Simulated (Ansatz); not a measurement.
# H2O+ (doublet): wave-function methods side by side at scale of all distances = 1.115, cc-pVDZ

How much of the correlation energy of H2O+ (doublet) does each wave-function method recover here?

Method: cc-pVDZ, core rule «outside noble gas», up to 1 orbitals frozen; program: Ansatz 0.2.0, Gaussian basis.

To be run: UHF; CCSD(T) on ROHF; CCSD(T) on UHF; BCCD(T) on ROHF; CISD; CCSDT(Q) on ROHF; CCSDT(Q) on UHF; CASSCF and MRCISD+Q, 3 electrons in 3 orbitals; CASSCF and NEVPT2, 3 electrons in 3 orbitals; CASSCF and MRCISD+Q, 7 electrons in 6 orbitals; CASSCF and NEVPT2, 7 electrons in 6 orbitals; Full CI.

14 further runs of the same task are left out: 1 for a mislabelled method, 1 for a known fault of the program, 11 that didn't finish, 1 set aside as unsound or not needed.

## Step 1: The system

The geometry derives from a PBE0/def2-TZVP stationary point (not a proven minimum). All distances are scaled together.

3 atoms, charge 1, spin multiplicity 2.

Atoms are counted from 1 here; the program's logs count them from 0.

Bond lengths: O1–H2 1.119 Å, O1–H3 1.119 Å. Angles: H2–O1–H3 109.8°.

## Step 2: UHF

The input, in.yaml:

```yaml
crystal:
  periodic: [false, false, false]
  atoms:
    - {symbol: O, position_ang: [0.000000, -0.072037, 0.000000]}
    - {symbol: H, position_ang: [0.000000, 0.571732, -0.915571]}
    - {symbol: H, position_ang: [0.000000, 0.571732, 0.915571]}
basis:
  gaussian: {orbitals: cc-pVDZ}
total_charge: 1
magnetization: {spin_polarized: true, initial_magnetization: 1}
hamiltonian: {xc: hf}
output: {orbitals: {seedname: orbitals}}
```

Started as:

```bash
> ansatz run in.yaml --threads 1 --pin off --events-out ev --progress --plain --max-ram 2393MiB
```

Further steps of the session: CCSD(T) on ROHF; CCSD(T) on UHF; BCCD(T) on ROHF; CISD; CCSDT(Q) on ROHF; CCSDT(Q) on UHF; CASSCF and MRCISD+Q, 3 electrons in 3 orbitals; CASSCF and NEVPT2, 3 electrons in 3 orbitals; CASSCF and MRCISD+Q, 7 electrons in 6 orbitals; CASSCF and NEVPT2, 7 electrons in 6 orbitals; Full CI.

Before running them: what should the planned runs give, taken together? Wanted: FCI below the RHF energy; RMP2 from FCI; UMP2 from FCI; RCCSD from FCI; RCCSD(T) from FCI; UCCSD(T) from FCI; RCCSDT(Q) from FCI; UCCSDT(Q) from FCI; NEVPT2 pair from FCI.

As calculated:

```
                         quantity                                                                                               value
         FCI below the RHF energy                                                                                          -5.0537 eV
                    RMP2 from FCI                                                                                        +54.8 kJ/mol
                    UMP2 from FCI                                                                                        +54.8 kJ/mol
                   RCCSD from FCI                                                                                         +8.7 kJ/mol
                RCCSD(T) from FCI                                                                                         +1.6 kJ/mol
                UCCSD(T) from FCI                                                                                         +1.6 kJ/mol
               RCCSDT(Q) from FCI                                                                                          0.0 kJ/mol
               UCCSDT(Q) from FCI                                                                                         -0.1 kJ/mol
             NEVPT2 pair from FCI                                                                                        +44.4 kJ/mol
           MRCISD+Q pair from FCI                                                                                          0.0 kJ/mol
          NEVPT2 valence from FCI                                                                                        +48.7 kJ/mol
levels within 1 kcal/mol (43 meV)  RCCSD(T), UCCSD(T), BCCD(T), RCCSDT, UCCSDT, RCCSDT(Q), UCCSDT(Q), MRCISD+Q pair, MRCISD+Q valence
                    T1 diagnostic                                                                                               0.016
   effectively unpaired electrons                                                                                                1.03
```

**Reading.** RCCSD(T) misses by +1.6 kJ/mol, 0.3 % of the correlation energy. One determinant dominates. Of the multireference levels listed MRCISD+Q pair comes nearest in total energy (0.0 kJ/mol), which doesn't show that its space is the better one. These misses are within one basis, not against nature; the frozen cores of restricted and unrestricted runs differ, which can shift their rows.
